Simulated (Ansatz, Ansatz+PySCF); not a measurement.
| atom | x (Å) | y (Å) | z (Å) |
| --- | --- | --- | --- |
| C | -0.0140 | -0.0452 | -0.6204 |
| C | -0.0192 | -0.0432 | 0.6205 |
| H | -0.0291 | -0.0316 | -1.6538 |
| H | 0.0289 | 0.0338 | 1.7020 |

RHF on singlet C₂H₂ was run in several spherical basis sets with Ansatz (development build ahead of 0.2.0).

Q: Rank the basis sets by the total energy that they give, lowest first, with the distance from the lowest.
A. cc-pVTZ
B. 6-31G
C. STO-3G
D. def2-SVP
E. cc-pVDZ
F. def2-TZVP
G. 6-31G(d)
H. aug-cc-pVDZ

A: F (0.00 eV), A (0.05 eV), H (0.57 eV), E (0.65 eV), G (0.93 eV), B (1.54 eV), D (2.39 eV), C (27.28 eV).

Totals follow the description of the cores as much as that of the bonds, so this order isn't one of quality for chemistry.
